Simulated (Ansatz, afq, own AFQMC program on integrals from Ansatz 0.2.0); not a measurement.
AFQMC on a folder of integrals that Ansatz 0.2.0 wrote.

```yaml
crystal:
  periodic: [false, false, false]
  atoms:
    - {symbol: N, position_ang: [-0.065945, -0.063649, 0.701461]}
    - {symbol: N, position_ang: [0.040165, 0.134138, -0.785696]}
    - {symbol: H, position_ang: [0.207660, -0.938277, 1.129887]}
    - {symbol: H, position_ang: [0.160886, 0.756921, 1.240113]}
    - {symbol: H, position_ang: [-0.010298, -0.798175, -1.199442]}
basis:
  gaussian: {orbitals: cc-pVDZ}
magnetization: {spin_polarized: true, initial_magnetization: 1}
correlation: {method: ccsd_t, electrons: outside_noble_gas, hamiltonian_folder: ham}
```

```sh
$ ansatz run in.yaml --threads 1 --pin off --events-out ev --progress --plain --max-ram 1382MiB
```

afq runs on the folder ham with

```
--method free --trial cisd --walkers 60 --time-step 0.03 --max-blocks 80 --target-error 0.00043 --factor-cut 1e-05 --seed 7042 --times 0,0.21,0.42,0.81,1.2,1.8,2.4,3 --taylor-order 8
```

Times are imaginary, in 1/Eh. The walk had a cap of 1976 s.

afq prints:

```
orbitals 41  electrons 7 6  factors 324 of 406
reference energy -110.56778041 Eh
CCSD correlation -0.34658347 Eh in 14 cycles, weight of the determinant in the CISD state 0.8728
repeat  energy at the last time / Eh  error
    10  -110.924230  0.001994
    20  -110.925870  0.002028
    30  -110.926084  0.001586
    40  -110.927147  0.001473
    50  -110.926112  0.001422
    60  -110.925426  0.001248
    70  -110.926286  0.001208
    80  -110.926200  0.001114
time / (1/Eh)  energy / Eh  error  mean overlap
  0.00  -110.914479  0.000272  1.1460
  0.21  -110.920827  0.000356  1.1460
  0.42  -110.923752  0.000400  1.1309
  0.81  -110.924595  0.000424  1.1436
  1.20  -110.925897  0.000481  1.1282
  1.80  -110.925286  0.000680  1.1194
  2.40  -110.925520  0.000910  1.1360
  3.00  -110.926200  0.001114  1.1299
energy -110.926200 +/- 0.001114 Eh
```

The run passed its tests (error under three times the target), which doesn't prove that it has relaxed.

Against this walk (error 30.3 meV) on the same determinant: CCSD(T) 62.8 meV higher. The error is statistical, and a free projection of finite length keeps a remainder of its start. None of these is a sure reference here.

Cautions: remainder of the start not in the error; error above the target (30.3 against 11.7 meV).

The walk took 11 min on 1 thread of Intel(R) Xeon(R) Platinum 8259CL CPU @ 2.50GHz (Skylake/Cascade Lake), with other jobs on the host. The log's last line is the free-projection energy.
